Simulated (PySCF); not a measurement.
# doublet [BHCl2]+ at 6 levels

We compute a comparison of 6 runs (U-r2SCAN/STO-3G, U-wB97X-V/STO-3G, UM06-2X/STO-3G, UPBE/STO-3G, USVWN5/STO-3G, UCCSDT/STO-3G) of doublet [BHCl2]+. The job is set up through a Python script.

The calculation is run with PySCF 2.14.0.

5 further runs of the same task are left out: 5 set aside as unsound or not needed.

**1. The structure to begin with**

[BHCl2]+: 4 atoms, total charge +1, spin state doublet. SMILES of the parent species: `[H]B(Cl)Cl`. Geometry: relaxed at GFN2-xTB. That shape belongs to the parent species and isn't relaxed for this state.

Bond lengths: B1–Cl2 1.701 Å, B1–Cl3 1.702 Å, B1–H4 1.173 Å. Angles: Cl2–B1–Cl3 120.2°, Cl2–B1–H4 119.9°, Cl3–B1–H4 119.9°.

**2. The energy at U-r2SCAN/STO-3G (run 1)**

File calc.py:

```python
from pyscf import gto, dft

molecule = gto.Mole()
molecule.atom = [
    ('B', (-0.067270, -0.112350, 0.001160)),
    ('Cl', (1.633390, -0.145760, 0.012580)),
    ('Cl', (-0.893540, 1.375320, -0.017490)),
    ('H', (-0.672580, -1.117210, 0.003750)),
]
molecule.charge = 1
molecule.basis = 'sto-3g'
molecule.verbose = 3
molecule.spin = 1
molecule.max_memory = 1860
molecule.build()

mf = dft.UKS(molecule)
mf.xc = 'r2scan'
mf.conv_tol = 1e-10
mf.grids.level = 5
mf.kernel()
if not mf.converged:
    mf = mf.newton().run(mf.mo_coeff, mf.mo_occ)

e_final = mf.e_tot
print('E(%s) = %.9f' % ('R2SCAN', e_final))
```

The run is started by

```console
$ OMP_NUM_THREADS=1 python calc.py
```

The program printed:

```text
converged SCF energy = -935.156309949302  <S^2> = 0.75280419  2S+1 = 2.0028022
E(R2SCAN) = -935.156309949
```

It took 8.4 s on 1 thread of Arm Neoverse V2, shared host; peak memory 0.23 GiB.

**3. A single-point energy at U-wB97X-V/STO-3G (run 2)**

File run.py:

```python
from pyscf import gto, dft

mol = gto.Mole()
mol.atom = [
    ('B', (-0.067270, -0.112350, 0.001160)),
    ('Cl', (1.633390, -0.145760, 0.012580)),
    ('Cl', (-0.893540, 1.375320, -0.017490)),
    ('H', (-0.672580, -1.117210, 0.003750)),
]
mol.verbose = 3
mol.charge = 1
mol.max_memory = 1860
mol.basis = 'sto-3g'
mol.spin = 1
mol.build()

calc0 = dft.UKS(mol, xc='wb97x-v')
calc0.nlcgrids.level = 1
calc0.grids.level = 5
calc0.conv_tol = 1e-10
calc0.kernel()
if not calc0.converged:
    calc0 = calc0.newton().run(calc0.mo_coeff, calc0.mo_occ)

energy = calc0.e_tot
print(f'total energy: {energy:.8f} hartree')
```

The run is started by

```console
$ OMP_NUM_THREADS=1 python run.py
```

The program printed:

```text
WARN: HOMO -0.388482377799942 >= LUMO -0.388482377799943

converged SCF energy = -935.06959688881  <S^2> = 0.7541941  2S+1 = 2.0041897
total energy: -935.06959689 hartree
```

It took 24 s on 1 thread of Arm Neoverse V2, shared host; peak memory 0.22 GiB.

Runs 3 to 5 aren't shown in full; the table further down has their settings and results.

**4. The energy at UCCSDT/STO-3G (run 6)**

File input.py:

```python
from pyscf import gto, cc

mol = gto.M(
    atom='B -0.067270 -0.112350 0.001160; Cl 1.633390 -0.145760 0.012580; Cl -0.893540 1.375320 -0.017490; H -0.672580 -1.117210 0.003750',
    max_memory=1860,
    verbose=4,
    basis='sto-3g',
    spin=1,
    charge=1,
)

mf = mol.UHF()
mf.conv_tol = 1e-10
mf.kernel()
if not mf.converged:
    mf = mf.newton().run(mf.mo_coeff, mf.mo_occ)

mycc = cc.CCSDT(mf, frozen=11)
mycc.kernel()
e_final = mycc.e_tot
print('Final energy', e_final)
```

The run is started by

```console
$ OMP_NUM_THREADS=1 python input.py
```

The program printed:

```text
PySCF version 2.14.0

[INPUT] num. atoms = 4
[INPUT] num. electrons = 39
[INPUT] charge = 1
[INPUT] spin (= nelec alpha-beta = 2S) = 1
[INPUT] symmetry False subgroup None
[INPUT] Mole.unit = angstrom
[INPUT] Symbol           X                Y                Z      unit          X                Y                Z       unit  Magmom
[INPUT]  1 B     -0.067270000000  -0.112350000000   0.001160000000 AA   -0.127121876399  -0.212310730095   0.002192082304 Bohr   0.0
[INPUT]  2 Cl     1.633390000000  -0.145760000000   0.012580000000 AA    3.086659754603  -0.275446479917   0.023772754647 Bohr   0.0
[INPUT]  3 Cl    -0.893540000000   1.375320000000  -0.017490000000 AA   -1.688545881344   2.598978133637  -0.033051309919 Bohr   0.0
[INPUT]  4 H     -0.672580000000  -1.117210000000   0.003750000000 AA   -1.270991996860  -2.111220923625   0.007086472967 Bohr   0.0

nuclear repulsion = 114.167853253251
number of shells = 14
number of NR pGTOs = 72
number of NR cGTOs = 24
basis = sto-3g
ecp = {}

[... 73 lines left out ...]
converged SCF energy = -933.767600770123  <S^2> = 0.76546939  2S+1 = 2.01541
[... 17 lines left out ...]
WARN: A large `blksize_v_aaa` is being used, which may cause large memory consumption
[... 3 lines left out ...]
WARN: A large `blksize_v_aab` is being used, which may cause large memory consumption
[... 10 lines left out ...]
Init t2, MP2 energy = -0.0717844583141472
[... 25 lines left out ...]
UCCSDT converged
[... 3 lines left out ...]
Final energy -933.8652633229055
```

Run time: 2.3 s. Hardware: 1 thread of Arm Neoverse V2, shared host; peak memory 0.12 GiB.

**5. All runs side by side**

```csv
run,level,nlc grid,integration grid,energy (Eh),HOMO energy (eV),LUMO energy (eV),⟨S²⟩,wall time
1,U-r2SCAN/STO-3G,–,5,-935.156310,-15.00,-14.80,0.753,8.4 s
2,U-wB97X-V/STO-3G,1,5,-935.069597,-17.78,-12.32,0.754,24 s
3,UM06-2X/STO-3G,–,5,-935.205620,-16.72,-13.44,0.754,8.7 s
4,UPBE/STO-3G,–,5,-934.744516,-14.80,-14.69,0.751,8.4 s
5,USVWN5/STO-3G,–,5,-931.854975,-14.82,-14.71,0.751,2.9 s
6,UCCSDT/STO-3G,–,–,-933.865263,-17.30,-10.97,0.765,2.3 s
```

**6. Summary of results**

```
                                                         quantity          value
                                              run 6: total energy  -933.86526 Eh
run 6: HOMO energy (Hartree–Fock orbitals) (highest over α and β)      -17.30 eV
 run 6: LUMO energy (Hartree–Fock orbitals) (lowest over α and β)      -10.97 eV
              run 6: correlation energy (11 core orbitals frozen)      -97.7 mEh
                         run 6: ⟨S²⟩ of the reference determinant          0.765
                                             run 6: T1 diagnostic          0.020
```

Totals of different functionals can't be ranked against each other. In runs 1, 2, 3, 4, 5, 6 the basis is minimal, so the values are rough. All runs together took 54 s, the longest 24 s.
